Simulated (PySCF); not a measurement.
## HCl⁺: energy against distance

Set-up: PySCF, no relativity, basis sets H aug-pcseg-1, Cl aug-pcseg-1. Energies in eV from H + Cl⁺ in their ground configurations at the same level. State: ²Π (doublet), unpaired electrons π ↑.

All columns are PBE. A positive dipole points towards Cl; it is taken about the centre of mass and depends on that origin.

```tsv
R (Å)	E (eV)	μ (D)	Mulliken charge on H (basis-dependent)	HOMO (eV)	LUMO (eV)	Mayer bond order	⟨S²⟩
1.147	-4.122	-1.35	0.33	-18.04	-17.71	0.77	0.75
1.201	-4.486	-1.46	0.39	-17.95	-17.61	0.74	0.75
1.254	-4.703	-1.58	0.44	-17.85	-17.52	0.71	0.75
1.294	-4.789	-1.67	0.48	-17.78	-17.45	0.68	0.75
1.334	-4.825	-1.77	0.51	-17.71	-17.38	0.67	0.75
1.374	-4.820	-1.87	0.53	-17.63	-17.31	0.65	0.75
1.427	-4.762	-2.00	0.56	-17.54	-17.21	0.63	0.75
1.494	-4.632	-2.18	0.58	-17.42	-17.10	0.61	0.75
1.574	-4.419	-2.41	0.60	-17.28	-16.96	0.60	0.75
1.681	-4.084	-2.72	0.61	-17.10	-16.78	0.59	0.75
```

A fit through these points gives, at Re = 1.348 Å, μ = -1.80 D and dμ/dR = -2.45 D/Å; the reduced mass is 0.9796 u.

How strong is the fundamental in the double-harmonic approximation, I = 42.26·(dμ/dR)²/μred km/mol?

I = 42.26·(-2.45)²/0.9796 = 259 km/mol at PBE.

For an ion De counts to the pair picked by the measured ionisation energies or electron affinities, which need not be the lowest pair at this level. The state was picked by a PBE0 search and need not be the measured ground state.
